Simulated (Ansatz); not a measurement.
A calculation with Ansatz (development build ahead of 0.2.0).

```yaml
crystal:
  periodic: [false, false, false]
  atoms:
    - { symbol: H, position_ang: [0.0, 0.0, -0.02282] }
    - { symbol: O, position_ang: [1.09635, 0.03891, 0.03012] }
    - { symbol: O, position_ang: [-1.09635, -0.03891, 0.03012] }
    - { symbol: H, position_ang: [1.47692, 0.73821, 0.43363] }
    - { symbol: H, position_ang: [-1.47692, -0.73821, 0.43363] }
    - { symbol: H, position_ang: [1.59622, -0.21658, -0.66318] }
    - { symbol: H, position_ang: [-1.59622, 0.21658, -0.66318] }
basis:
  gaussian: { orbitals: cc-pVDZ }
total_charge: 1
hamiltonian:
  xc: hf
correlation:
  method: mp2
  frozen_orbitals: { H: 0, O: 1 }
```

The input is written out in the form of the current development build from the run's settings.

Results

```json
{
  "Converged": "yes",
  "Reference energy": "-152.36318 hartree",
  "Correlation energy": "-0.40358 hartree",
  "Total energy": "-152.76676 hartree",
  "Spin squared of the determinant": "0.000"
}
```

Caution: no unrestricted run beside it, a lower state can exist.
